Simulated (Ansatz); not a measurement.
Total energies of Na2Cl from Ansatz at PBE0-D4/def2-TZVP, gas phase (1 Eh = 27.2114 eV = 2625.5 kJ/mol). The reference geometry is relaxed at PBE0-D4/def2-TZVP.

```xyz
3

Na   -0.4515    1.6655    0.2619
Na   -0.7175   -1.5667    0.2780
Cl    1.1690   -0.0988   -0.5399
```

| state | geometry | energy (Eh) |
| --- | --- | --- |
| charge 0 doublet | reference | -784.53089 |
| charge 1 singlet | reference | -784.34978 |
| charge 1 singlet | relaxed at PBE0-D4/def2-TZVP | -784.37987 |
| charge 0 quartet | relaxed at PBE0-D4/def2-TZVP | -784.35541 |

(1) Work out the vertical ionisation energy to the singlet.

(2) How much does the charge 1 singlet relax, and what is the adiabatic ionisation energy?

(3) Which of the charge 0 states is lowest, and how far above it are the others?

(1) E(charge 1 singlet) − E(charge 0 doublet) = -784.34978 − (-784.53089) = 0.18111 Eh = 4.93 eV. For comparison, −ε of the highest occupied level of the spin that leaves is 3.44 eV at this level, 1.49 eV less.

(2) Relaxation: -784.34978 − (-784.37987) = 0.03009 Eh = 0.82 eV. Adiabatic ionisation energy: 0.15102 Eh = 4.11 eV, without zero-point energy. 

(3) The doublet. quartet: -784.35541 − (-784.53089) = 0.17548 Eh = 460.7 kJ/mol. The quartet has fallen apart, so its energy is that of loose fragments and no spin gap. The quartet differs in its bonds from the reference.

The structure comes from a short search, and lower isomers may exist.
